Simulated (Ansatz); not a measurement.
## In (model structure, started from the beta-Sn type, I4₁/amd, No. 141, 2 atoms in the cell): properties by level of theory

| level (code) | equilibrium lattice constant a (Å) | c axis length (Å) |
|---|---|---|
| PBE (Ansatz) | … | … |
| PBEsol (Ansatz) | … | 3.093 |
| PBE-D3(BJ) (Ansatz) | … | 3.122 |

Fill in the missing entries.


- PBE (Ansatz, a first-principles code), equilibrium lattice constant a (Å): 6.023
- PBE (Ansatz), c axis length (Å): 3.177
- PBEsol (Ansatz), equilibrium lattice constant a (Å): 5.870
- PBE-D3(BJ) (Ansatz), equilibrium lattice constant a (Å): 5.915

Ansatz's density-functional and Hartree–Fock values are scalar-relativistic unless marked +SOC, with PAW data made under PBE.

Computed values are for the static lattice.

A model structure was made by putting elements into a prototype or built by hand; it is no filed structure, need not be a known phase, and can be a saddle point held by its symmetry.
